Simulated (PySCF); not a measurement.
## What PySCF settings do for Cl2

Base input, run as `OMP_NUM_THREADS=1 python input.py` with PySCF 2.14:

```python
from pyscf import gto, dft

mol = gto.M(
    atom='Cl 0 0 0; Cl 0 0 1.94',
    basis='sbkjc',
    ecp={'Cl': 'sbkjc'},
    charge=0,
    spin=0,
    verbose=4,
)
mf = dft.RKS(mol, xc='pbesol')
mf.kernel()
mf.stability(internal=True, external=True)
mf.dip_moment()
print('orbital energies (hartree):', mf.mo_energy[..., max(0, mol.nelec[1]-3):mol.nelec[0]+3].round(4))
```

Base result: E(SCF) = -29.651914 Eh, 6 cycles, μz(SCF) = 0.00 D, internal stable; real -> complex stable; RHF/RKS -> UHF/UKS stable. The bond length is a typed value, not an optimised one.

Hardware: Arm Neoverse V2, 1 thread, shared host. Wall time 1.8 s, peak memory 0.19 GiB.

Each row names what differs from the base; energies in brackets are changes from the base.

```tsv
change	result	wall time (s)
basis set: sbkjc → 6-311++g**; core potential: on → off	E(SCF) = -918.635476 Eh, 7 cycles, μz(SCF) = 0.00 D, internal stable; real -> complex stable; RHF/RKS -> UHF/UKS stable	18
geometry: bond 1.94 → bond 1.804	E(SCF) = -29.600956 Eh (+1.3866 eV), 6 cycles, μz(SCF) = 0.00 D, internal stable; real -> complex stable; RHF/RKS -> UHF/UKS stable	1.7
charge: 0 → 1; spin (2S): 0 → 1; SCF type: RKS → UKS	not converged: SCF after 50 cycles	4.4
step after the SCF: stability → polarizability	E(SCF) = -29.651914 Eh (+0.0000 eV), 6 cycles, μz(SCF) = 0.00 D, α(xx, yy, zz) = 1.5, 1.5, 29.7 bohr³	1.1
basis set: sbkjc → 6-31g*; core potential: on → off	E(SCF) = -918.567207 Eh, 7 cycles, μz(SCF) = 0.00 D, internal stable; real -> complex stable; RHF/RKS -> UHF/UKS stable	5
density fitting: none → def2-universal-jkfit	E(SCF) = -29.651929 Eh (-0.0004 eV), 6 cycles, μz(SCF) = 0.00 D, internal stable; real -> complex stable; RHF/RKS -> UHF/UKS stable	1.9
step after the SCF: stability → mp2; SCF type: RKS → RHF; functional: pbesol → none (Hartree–Fock); frozen orbitals: default → 0	E(SCF) = -29.269080 Eh, 7 cycles, E(MP2) − E(SCF) = -0.06464 Eh, μz(SCF) = 0.00 D	0.63
functional: pbesol → b3pw91	E(SCF) = -29.794268 Eh, 6 cycles, μz(SCF) = 0.00 D, internal stable; real -> complex stable; RHF/RKS -> UHF/UKS stable	1.8
functional: pbesol → revtpss	E(SCF) = -29.708539 Eh, 6 cycles, μz(SCF) = 0.00 D, internal stable; real -> complex stable; RHF/RKS -> UHF/UKS stable	2.8
step after the SCF: stability → gradient	E(SCF) = -29.651914 Eh (+0.0000 eV), 6 cycles, μz(SCF) = 0.00 D, gradient on the second atom -0.1313 Eh/bohr	1.1
functional: pbesol → b3lyp	E(SCF) = -29.755241 Eh, 6 cycles, μz(SCF) = 0.00 D, internal stable; real -> complex stable; RHF/RKS -> UHF/UKS stable	1.7
step after the SCF: stability → ccsd(t); SCF type: RKS → RHF; functional: pbesol → none (Hartree–Fock); frozen orbitals: default → 0	E(SCF) = -29.269080 Eh, 7 cycles, E(CCSD) − E(SCF) = -0.07523 Eh, (T) = -0.00101 Eh, μz(SCF) = 0.00 D	0.65
geometry: bond 1.94 → bond 2.91 [stretched restricted solution, likely unstable]	not converged: SCF after 50 cycles	2.9
step after the SCF: stability → tddft; number of roots: default → 8	E(SCF) = -29.651914 Eh (+0.0000 eV), 6 cycles, μz(SCF) = 0.00 D, first singlet excitations without spin–orbit coupling 3.73, 3.73, 6.71, 6.71, 11.38 eV	1.5
geometry: bond 1.94 → bond 2.173	E(SCF) = -29.678117 Eh (-0.7130 eV), 6 cycles, μz(SCF) = 0.00 D, internal stable; real -> complex stable; RHF/RKS -> UHF/UKS stable	1.4
functional: pbesol → b3lyp5	E(SCF) = -29.706067 Eh, 6 cycles, μz(SCF) = 0.00 D, internal stable; real -> complex stable; RHF/RKS -> UHF/UKS stable	1.7
step after the SCF: stability → optimize	E(SCF) = -29.651914 Eh (+0.0000 eV), 6 cycles, all at the start geometry; optimised bond 2.198 Å with E = -29.678283 Eh after 6 steps	3.2
convergence threshold: default → 1e-07	E(SCF) = -29.651914 Eh (+0.0000 eV), 6 cycles, μz(SCF) = 0.00 D, internal stable; real -> complex stable; RHF/RKS -> UHF/UKS stable	1.8
PCM solvent, dielectric constant: none → 20.5; step after the SCF: stability → analyze	E(SCF) = -29.653022 Eh (-0.0301 eV), 6 cycles, μz(SCF) = 0.00 D	1.1
```

Order these changes by how far they move the SCF energy from the base, largest first: (1) PCM solvent, dielectric constant: none → 20.5; step after the SCF: stability → analyze; (2) density fitting: none → def2-universal-jkfit; (3) geometry: bond 1.94 → bond 1.804; (4) geometry: bond 1.94 → bond 2.173.

(3) +1.3866 eV, (4) -0.7130 eV, (1) -0.0301 eV, (2) -0.0004 eV.
